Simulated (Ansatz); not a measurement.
C8H18, SMILES `CCCC(C)C(C)C`. Total charge 0; spin multiplicity 1. Geometry: relaxed with PBE0-D4/def2-TZVP. It is one conformer, not always the lowest.

```xyz
26

C    -0.190   -2.673    2.085
C     0.370   -1.453    1.373
C    -0.311   -1.199    0.038
C     0.303   -0.091   -0.818
C    -0.438   -0.003   -2.146
C     0.404    1.258   -0.085
C     1.157    2.296   -0.907
C    -0.943    1.809    0.365
H    -0.059   -3.576    1.483
H     0.301   -2.840    3.047
H    -1.262   -2.559    2.276
H     1.447   -1.582    1.212
H     0.263   -0.578    2.022
H    -0.289   -2.127   -0.547
H    -1.374   -0.987    0.207
H     1.338   -0.392   -1.037
H    -0.435   -0.974   -2.648
H     0.018    0.718   -2.827
H    -1.483    0.284   -2.003
H     1.001    1.077    0.816
H     1.363    3.188   -0.309
H     2.113    1.904   -1.264
H     0.580    2.617   -1.778
H    -0.808    2.741    0.918
H    -1.591    2.029   -0.488
H    -1.475    1.113    1.018
```

What is the dipole moment at r2SCAN/def2-TZVPP? (Estimate.)

Computed: 0.18 D, with components (0.15, -0.03, 0.10) D in this frame, pointing from negative to positive charge.

And with PBE, B3LYP, ωB97M-V? (An estimate is asked.)

Ansatz gave: PBE 0.19 D, B3LYP 0.18 D, ωB97M-V 0.18 D.

Give the Mulliken charges with r2SCAN, PBE, B3LYP in def2-TZVPP. (Estimate.)

Ansatz gave: 
```tsv
atom	r2SCAN	PBE	B3LYP
C1	-0.17	-0.27	-0.27
C2	0.01	-0.08	-0.07
C3	-0.09	-0.13	-0.13
C4	0.18	0.12	0.10
C5	-0.24	-0.30	-0.31
C6	0.18	0.10	0.10
C7	-0.21	-0.29	-0.29
C8	-0.23	-0.29	-0.30
H9	0.04	0.07	0.07
H10	0.04	0.08	0.08
H11	0.04	0.07	0.07
H12	0.02	0.05	0.05
H13	0.02	0.05	0.05
H14	0.02	0.05	0.05
H15	0.02	0.05	0.05
H16	-0.02	0.02	0.02
H17	0.04	0.07	0.08
H18	0.05	0.08	0.08
H19	0.05	0.07	0.07
H20	-0.01	0.03	0.03
H21	0.04	0.08	0.08
H22	0.05	0.07	0.08
H23	0.04	0.07	0.07
H24	0.04	0.07	0.08
H25	0.05	0.07	0.07
H26	0.05	0.07	0.08
```

B3LYP here is the variant with VWN-RPA as its local correlation; programs differ in this.
